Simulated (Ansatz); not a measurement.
Relaxation of C2H4FNO (9 atoms, charge 0, multiplicity 1), to a largest force component of 0.02 eV/Å in at most 50 steps.

Computed with Ansatz 0.2.0, UKS PBE0-D4/def2-SVP.

```xyz
9
Properties=species:S:1:pos:R:3
C -0.833 -0.208 -0.754
O 0.215 0.719 -0.543
C 0.999 0.535 0.511
N 0.983 -0.392 1.394
F 2.046 1.384 0.667
H -1.400 0.181 -1.671
H -0.495 -1.182 -0.920
H -1.545 -0.101 0.065
H 0.118 -0.983 1.233
```

Question: Where does it end, and by what steps?

Answer: The forces met the threshold. After 5 steps the energy has fallen by 0.456 eV; F5 moved furthest, 0.14 Å.

```json
{"step": "0", "energy less start (eV)": "0.0000", "largest force component (eV/Å)": "3.400", "accepted": "yes"}
{"step": "1", "energy less start (eV)": "-0.3543", "largest force component (eV/Å)": "2.001", "accepted": "yes"}
{"step": "2", "energy less start (eV)": "-0.4234", "largest force component (eV/Å)": "0.997", "accepted": "yes"}
{"step": "3", "energy less start (eV)": "-0.4300", "largest force component (eV/Å)": "0.842", "accepted": "yes"}
{"step": "4", "energy less start (eV)": "-0.4554", "largest force component (eV/Å)": "0.075", "accepted": "yes"}
{"step": "5", "energy less start (eV)": "-0.4557", "largest force component (eV/Å)": "0.019", "accepted": "yes"}
```

```xyz
9
Properties=species:S:1:pos:R:3
C -0.840 -0.139 -0.763
O 0.242 0.731 -0.532
C 1.004 0.484 0.531
N 0.947 -0.398 1.419
F 1.954 1.392 0.555
H -1.335 0.212 -1.676
H -0.493 -1.176 -0.915
H -1.560 -0.113 0.072
H 0.169 -1.040 1.291
```

Whether the end is a true minimum wasn't checked by a vibrational analysis.

The run took 13 s on 2 threads of AMD EPYC 9R14 (Zen 4), with other jobs on the host, peak memory 0.26 GiB.
